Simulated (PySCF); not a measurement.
NMR data simulated for an unnamed compound:

1H NMR (500 MHz, computed): δ 5.88 (m, 1H), 5.82 (m, 1H), 5.64 (m, 1H), 2.05 (m, 3H).

13C{1H} NMR (computed): δ 135.1 (CH2), 126.7 (CH), 96.9 (C), 84.0 (C), 5.6 (CH3).

PySCF 2.14.0 with density-fitted response routines calculation with PBE0-D3(BJ)/def2-SVP structure, J couplings at B3LYP/pcJ-1 (without the spin–dipole term) and σ from GIAO-PBE0/pcSseg-1; non-relativistic Hamiltonian, averaged over atoms made equivalent by symmetry, fast rotation or ring inversion, isolated molecule, a single conformation.

Scale: 1H, 13C vs TMS (reference shieldings calculated alike).

Task: Which of these does the molecule contain: a vinyl group CH=CH2, a heteroaromatic ring, a C≡C triple bond, a benzene ring, a ketone, a non-aromatic C=C double bond?

Result: 
- A vinyl group CH=CH2: yes (δC 135.1, 126.7; δH 5.82 (m), 5.64 (m), 5.88 (m)).
- A heteroaromatic ring: no.
- A C≡C triple bond: yes (δC 84.0, 96.9).
- A benzene ring: no.
- A ketone: no.
- A non-aromatic C=C double bond: yes.

The data belong to SMILES C=CC#CC, C₅H₆; they needn't prove each group on their own.

Carbon signals by region: 2 in the sp2 and nitrile region (100–160 ppm), 2 at 50–100 ppm, 1 below 50 ppm.

Splittings below 1 Hz are ignored in the labels, and close J values are merged. Unscaled 3J(H,H) at this level run about 10 % above measured values. Shifts are as computed. Against solution values, carbons near 30 ppm lie about +2 ppm off and those near 130 ppm about +5 ppm. Of 1211 compounds with measured shifts, 218 miss one by over three times the rms of a fit or turn the order of signals round; such compounds aren't used in these exercises.
